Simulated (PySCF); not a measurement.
## Ionisation energy of C by level of theory

C [He] 2s2 2p2 [2p1/2^2, M_J = 0] → C⁺ [He] 2s2 2p1 [2p1/2^1, M_J = 1/2], as a difference of total energies. All numbers are calculated (PySCF 2.14, the two-component X2C-1e Hamiltonian, in x2c-TZVPPall-2c (5s3p2d1f, 31 functions)). Correlated levels: 1s2 frozen. "Screened" scales the spin-orbit matrix elements by Boettger's factors to mimic the two-electron term; Breit and QED terms are absent.

| method | ionisation energy (eV) | error (eV) |
| --- | --- | --- |
| GHF (spin-free) | 10.692 | -0.568 |
| GMP2 (spin-free) | 11.240 | -0.020 |
| GHF (screened spin-orbit) | 10.689 | -0.571 |
| GMP2 (screened spin-orbit) | 11.237 | -0.023 |

Reference: 11.260 eV (measured; NIST Atomic Spectra Database, ionization energies).

Errors of the correlated levels include the incompleteness of this basis and the frozen core.

The labels give the starting determinants; with spin-orbit coupling the two ends relaxed to ⟨J²⟩ = 2.00, ⟨L²⟩ = 2.00, ⟨S²⟩ = 2.01 and ⟨J²⟩ = 1.06, ⟨L²⟩ = 2.02, ⟨S²⟩ = 0.76.

The determinant of C and of C⁺ mixes levels of different J (the jj label is only the starting occupation), so the difference between spin-free and spin-orbit rows is not the physical spin-orbit shift.
